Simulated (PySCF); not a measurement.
hydrogen sulfide (H2S), SMILES S. Atoms are numbered in the order given.

```xyz
3

S      0.0000     0.0000     0.1033
H      0.0000    -0.9673    -0.8265
H      0.0000     0.9673    -0.8265
```

Geometry optimised at PBE0-D3(BJ)/def2-TZVPD.

All values below come from HF/def2-TZVPD in PySCF.

Gas-phase values at a fixed geometry.

- total energy = -398.70751 hartree
- point group = C2v
- highest occupied level = -10.48 eV
- lowest empty level = 1.81 eV
- orbital gap = 12.28 eV
- dipole moment = 0.224 e·Å
- quadrupole, principal values (traceless, Buckingham form, about the centre of nuclear charge) = -3.96, 0.97, 3.00 D·Å
- mean static polarisability = 23.9 bohr³ (3.54 Å³)
- polarisability, principal values = 23.6, 23.9, 24.1 bohr³
